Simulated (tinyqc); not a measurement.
The basis set: RHF and MP2 along a ladder of basis sets, for LiF, spin multiplicity 1. Computed by the program tinyqc with PySCF. Same geometry throughout; the dipole is taken about the origin.

Geometry (angstrom):

| atom | x | y | z |
|---|---|---|---|
| Li | 0.0000 | 0.0000 | 0.0000 |
| F | 0.0000 | 0.0000 | 1.3940 |

RHF and frozen-core MP2 in a ladder of bases:

| basis | functions | E(RHF) (hartree) | E(MP2 corr) (hartree) | HOMO (eV) | LUMO (eV) | dipole (debye) |
|---|---|---|---|---|---|---|
| sto-3g | 10 | -105.372980 | -0.054232 | -10.0382 | 2.3530 | 3.0778 |
| 3-21g | 18 | -106.345818 | -0.130896 | -12.4036 | 0.1861 | 5.2788 |
| 6-31g | 18 | -106.905734 | -0.134240 | -12.9894 | 0.2502 | 5.8461 |
| 6-31g** | 28 | -106.919548 | -0.189043 | -13.1024 | 0.3255 | 5.5135 |
| cc-pvdz | 28 | -106.928628 | -0.205184 | -13.2763 | 0.0621 | 5.8230 |
| cc-pvtz | 60 | -106.968200 | -0.275978 | -13.4639 | 0.0464 | 5.6894 |

What does the comparison show, and why?

From cc-pVDZ to cc-pVTZ the RHF energy falls by 39.6 mhartree and the correlation energy by 70.8. If valence correlation converges as X^-3, (27 E(T) - 8 E(D))/19 gives -0.3058 hartree, a rough estimate from such small X that usually falls short; STO-3G holds about 18 % of it. Beyond STO-3G the LUMO moves by 0.3 eV and the HOMO by 1.1 eV.
